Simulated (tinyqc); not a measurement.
Worked calculation (part 2 of 2): CIS and TDHF on RHF in the sto-3g basis, for H2O, spin multiplicity 1. Computed by tinyqc, a small Python program that keeps every step (integrals from PySCF). Command: `OMP_NUM_THREADS=1 python tinyqc.py 29913 29914 out.jsonl` (the two numbers bound the seeds that draw the settings). One thread of a shared host (Intel(R) Xeon(R) Processor @ 2.60GHz), about 0.07 s of CPU time with the checks.

Geometry (angstrom):
```
atom         x          y         z
O     0.000000   0.000000  0.000000
H     0.000000   0.998000  0.607000
H     0.000000  -1.032000  0.627000
```

## CIS singlet states

CIS matrix A, singlet (hartree), lower triangle:
```
           1>6        1>7        2>6        2>7        3>6        3>7       4>6       4>7
1>6  19.942195
1>7  -0.006978  19.996860
2>6   0.026205   0.002368   1.164471
2>7   0.002371   0.049997  -0.004091   1.257412
3>6   0.000520   0.002770   0.000407   0.032841   0.548996
3>7   0.016545  -0.003602  -0.048666   0.003291   0.005363   0.820157
4>6  -0.017854  -0.000240   0.078483  -0.011185  -0.020420  -0.141246  0.454592
4>7  -0.001123  -0.022862  -0.006481  -0.011570  -0.052331   0.006018  0.000320  0.501751
5>6   0.000000   0.000000   0.000000   0.000000   0.000000   0.000000  0.000000  0.000000
5>7   0.000000   0.000000   0.000000   0.000000   0.000000   0.000000  0.000000  0.000000

           5>6       5>7
5>6   0.265804
5>7  -0.004114  0.365836
```

dipole integrals <i|r|a> (bohr):
```
             x          y          z
1>6   0.000000   0.004682  -0.042321
1>7   0.000000   0.055433   0.003617
2>6   0.000000   0.010328  -0.031412
2>7   0.000000  -0.057368  -0.008910
3>6   0.000000   1.093383  -0.044546
3>7   0.000000  -0.115142  -0.632623
4>6   0.000000  -0.132145   0.520440
4>7   0.000000  -0.841459  -0.013037
5>6  -0.073158   0.000000   0.000000
5>7   0.006748   0.000000   0.000000
```

Diagonalise A (1 hartree = 27.211386 eV); each vector has its largest component positive (the first on a tie). The transition dipole is mu = sqrt2 sum c_ia <i|r|a>.

singlet excitation energies (eV): 7.228290  9.959511  10.871463  12.743646  15.845339  23.203012  32.232968  34.280066  542.632856  544.170431

lowest vectors:
```
      state 1    state 2    state 3    state 4    state 5    state 6
1>6  0.000000   0.000000   0.000702  -0.000018  -0.000074  -0.001375
1>7  0.000000   0.000000   0.000092   0.000923  -0.000633   0.000189
2>6  0.000000   0.000000  -0.076736   0.013797  -0.000861   0.218085
2>7  0.000000   0.000000   0.006262  -0.010790  -0.050867  -0.015849
3>6  0.000000   0.000000   0.130981   0.530214   0.835640   0.033189
3>7  0.000000   0.000000   0.304237  -0.057304  -0.049783   0.931499
4>6  0.000000   0.000000   0.939460  -0.091817  -0.075963  -0.288690
4>7  0.000000   0.000000   0.042071   0.840745  -0.539322   0.007249
5>6  0.999158  -0.041027   0.000000   0.000000   0.000000   0.000000
5>7  0.041027   0.999158   0.000000   0.000000   0.000000   0.000000
```

oscillator strengths 2/3 w |mu|^2: 0.001878  0.000046  0.047015  0.008655  1.492874  0.637155

## TDHF (RPA) singlet states

Given earlier and not repeated: Two-electron integrals over orbitals (pq|rs).

B(ia,jb) = 2 (ia|jb) - (ib|ja); the squared energies are the eigenvalues of (A - B)(A + B); 1 hartree = 27.211386 eV.

TDHF matrix B, singlet (hartree), lower triangle:
```
           1>6        1>7        2>6        2>7        3>6        3>7       4>6       4>7
1>6   0.022635
1>7  -0.000620   0.019811
2>6   0.009525   0.001096   0.088866
2>7   0.001100   0.020372  -0.002378   0.073312
3>6   0.000016  -0.009047  -0.005946   0.016079   0.086071
3>7   0.011614  -0.000916  -0.106182   0.009033   0.002419   0.159513
4>6  -0.000946  -0.000194   0.062002  -0.010068  -0.015759  -0.148415  0.104396
4>7  -0.001519  -0.009824  -0.003012  -0.017546  -0.015042   0.010004  0.004377  0.066995
5>6   0.000000   0.000000   0.000000   0.000000   0.000000   0.000000  0.000000  0.000000
5>7   0.000000   0.000000   0.000000   0.000000   0.000000   0.000000  0.000000  0.000000

           5>6       5>7
5>6   0.031847
5>7  -0.000674  0.026468
```

squared energies w^2 (hartree^2): 0.069551  0.133255  0.152881  0.215727  0.329822  0.662203  1.356696  1.579277  397.658043  399.914257

TDHF energies from the positive w^2 (eV): 7.176328  9.933274  10.639666  12.638713  15.627532  22.143503  31.695091  34.196355  542.632189  544.169392

## CIS matrix, triplets

orbital energies (hartree): MO1 -20.255946, MO2 -1.173825, MO3 -0.523573, MO4 -0.394909, MO5 -0.377889, MO6 0.380507, MO7 0.545155

A(ia,jb) = (e_a - e_i) d_ij d_ab - (ij|ab).

CIS matrix A, triplet (hartree), lower triangle:
```
           1>6        1>7        2>6        2>7       3>6        3>7        4>6       4>7
1>6  19.896926
1>7  -0.005737  19.957238
2>6   0.007155   0.000173   0.986739
2>7   0.000173   0.009253   0.000666   1.110788
3>6   0.000487   0.007091   0.012299   0.082192  0.376853
3>7   0.007091  -0.001769   0.082192  -0.014776  0.000524   0.501131
4>6  -0.015962   0.001031  -0.045521   0.004247  0.011097   0.066669   0.245801
4>7   0.001031  -0.003215   0.004247   0.023523  0.066669  -0.013990  -0.008435  0.367760
5>6   0.000000   0.000000   0.000000   0.000000  0.000000   0.000000   0.000000  0.000000
5>7   0.000000   0.000000   0.000000   0.000000  0.000000   0.000000   0.000000  0.000000

           5>6       5>7
5>6   0.202109
5>7  -0.002766  0.312899
```

## CIS triplet states

Diagonalise A (1 hartree = 27.211386 eV); each vector has its largest component positive (the first on a tie).

triplet excitation energies (eV): 5.497801  6.051104  8.271560  8.516303  11.693208  13.861241  27.267637  30.518148  541.408713  543.079043

lowest vectors:
```
      state 1    state 2    state 3    state 4    state 5    state 6
1>6  0.000000   0.000833  -0.000141   0.000000  -0.000035  -0.000070
1>7  0.000000  -0.000021   0.000354   0.000000  -0.000086   0.000049
2>6  0.000000   0.085015  -0.011115   0.000000  -0.030698  -0.135686
2>7  0.000000  -0.000868   0.051864   0.000000  -0.107381   0.030271
3>6  0.000000  -0.108013  -0.688530   0.000000   0.707243  -0.029207
3>7  0.000000  -0.249471   0.097668   0.000000   0.095589   0.945668
4>6  0.000000   0.955348  -0.109574   0.000000   0.050817   0.265783
4>7  0.000000   0.078601   0.708214   0.000000   0.689648  -0.122034
5>6  0.999689   0.000000   0.000000  -0.024944   0.000000   0.000000
5>7  0.024944   0.000000   0.000000   0.999689   0.000000   0.000000
```

## TDHF (RPA) triplet states

B(ia,jb) = - (ib|ja); the squared energies are the eigenvalues of (A - B)(A + B); 1 hartree = 27.211386 eV.

TDHF matrix B, triplet (hartree), lower triangle:
```
           1>6        1>7        2>6        2>7        3>6        3>7        4>6        4>7
1>6  -0.022635
1>7   0.000620  -0.019811
2>6  -0.009525  -0.001099  -0.088866
2>7  -0.001097  -0.020372   0.002378  -0.073312
3>6  -0.000016  -0.004727   0.005946   0.065429  -0.086071
3>7   0.002160   0.000916   0.024675  -0.009033  -0.002419  -0.159513
4>6   0.000946   0.001077  -0.062002   0.005364   0.015759   0.059500  -0.104396
4>7   0.000636   0.009824   0.007716   0.017546   0.103958  -0.010004  -0.004377  -0.066995
5>6   0.000000   0.000000   0.000000   0.000000   0.000000   0.000000   0.000000   0.000000
5>7   0.000000   0.000000   0.000000   0.000000   0.000000   0.000000   0.000000   0.000000

           5>6        5>7
5>6  -0.031847
5>7   0.000674  -0.026468
```

squared energies w^2 (hartree^2): 0.019658  0.039808  0.058348  0.097246  0.181144  0.238599  0.993779  1.246893  395.866146  398.311845

TDHF energies from the positive w^2 (eV): 3.815248  5.429194  6.573019  8.485674  11.581451  13.291835  27.126616  30.385425  541.408224  543.078085
